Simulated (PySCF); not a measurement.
HO, SMILES [OH] (connectivity only; charge and spin as stated), charge -1, multiplicity 1. Atoms are numbered in the order given.

```xyz
2

O      0.0000     0.0000    -0.1075
H      0.0000     0.0000     0.8598
```
Charge -1, spin multiplicity 1.

The structure is a stationary point at r2SCAN-D4/def2-TZVPD. The spin state was assumed, not searched.

Two levels are set side by side: PBE/pcSseg-2 (PySCF) and PBE0/pcSseg-2 (PySCF). GIAO shifts against H2O (¹⁷O), TMS (¹H) at the same level; non-relativistic, no solvent, atoms listed together averaged. Differences are taken from unrounded values.

```csv
quantity,PBE
δ(¹⁷O) of O1 (ppm),-37.2
δ(¹H) of H2 (ppm),-5.86
```

Task: These are the PBE values. What does PBE0 give? (An estimate is asked for; the answer gives what the named calculation found.)

Result: 
| quantity | PBE0 | PBE minus PBE0 |
|---|---|---|
| δ(¹⁷O) of O1 (ppm) | -33.8 | -3.4 |
| δ(¹H) of H2 (ppm) | -5.72 | -0.14 |
